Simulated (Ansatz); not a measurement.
## How close CCSD(T) comes to the exact answer in a basis

Each species is computed at the geometry given (Å), with frozen cores, in Ansatz 0.2.0: RHF-CCSD(T) for singlets, UHF-CCSD(T) otherwise, and full CI in the same basis. The program picks the determinant by trial CCSD, so it needn't be the lowest Hartree–Fock solution. States: [AlH2···H···H] A1, CO⁺ Σ⁺ or Δ, MgSi⁺ Π, Al2 Σg⁺ or Δg. Cases whose determinant has another symmetry than full CI's state, or whose (Q) step broke down, weren't drawn.

Judging by size, spin and bonding and the diagnostics given, rank them by the size of CCSD(T)'s error in total energy against full CI in the same basis, smallest first (an estimate).
A. [AlH2···H···H], doublet, 6-31G: Al -0.098 0.000 0.000; H -0.891 1.373 0.000; H -0.891 -1.373 0.000; H 1.488 0.000 0.000; H 2.926 0.000 0.000. T1 0.012, (T) -18 meV in a correlation energy of -1.68 eV
B. MgSi⁺, doublet, cc-pVDZ: Si 0.000 0.000 0.000; Mg 0.000 0.000 2.532. T1 0.109, (T) -96 meV in a correlation energy of -2.55 eV
C. CO⁺, doublet, 6-31G: O 0.000 0.000 0.000; C 0.000 0.000 1.308. T1 0.120, (T) -188 meV in a correlation energy of -5.89 eV
D. Al$_{2}$, singlet, cc-pVDZ: Al 0.000 0.000 0.000; Al 0.000 0.000 4.259. T1 0.031, (T) -180 meV in a correlation energy of -3.61 eV

A (10.4 meV), B (49.2 meV), D (79.0 meV), C (261.4 meV).

```json
{"species": "[AlH2···H···H], doublet", "basis": "6-31G", "correlated electrons": "7", "CCSD(T) − full CI (meV)": "10.4", "CCSDT(Q) − full CI (meV)": "0.3", "unpaired electrons (full CI)": "1.02", "T1": "0.012", "⟨S²⟩ of the determinant": "0.76"}
{"species": "MgSi⁺, doublet", "basis": "cc-pVDZ", "correlated electrons": "5", "CCSD(T) − full CI (meV)": "49.2", "CCSDT(Q) − full CI (meV)": "1.6", "unpaired electrons (full CI)": "1.20", "T1": "0.109", "⟨S²⟩ of the determinant": "1.28"}
{"species": "Al2, singlet", "basis": "cc-pVDZ", "correlated electrons": "6", "CCSD(T) − full CI (meV)": "79.0", "CCSDT(Q) − full CI (meV)": "5.8", "unpaired electrons (full CI)": "0.90", "T1": "0.031", "⟨S²⟩ of the determinant": "0.00"}
{"species": "CO⁺, doublet", "basis": "6-31G", "correlated electrons": "9", "CCSD(T) − full CI (meV)": "261.4*", "CCSDT(Q) − full CI (meV)": "-31.0", "unpaired electrons (full CI)": "1.26", "T1": "0.120", "⟨S²⟩ of the determinant": "1.78"}
```

Unpaired electrons are Σ n²(2−n)² over natural occupations; an open shell counts its own unpaired electrons too. Frozen cores follow each run's orbitals, which moves totals by a few meV. No single determinant describes Al2, singlet well, by full CI's occupations. An asterisk marks runs whose energy the program itself flagged as in doubt.
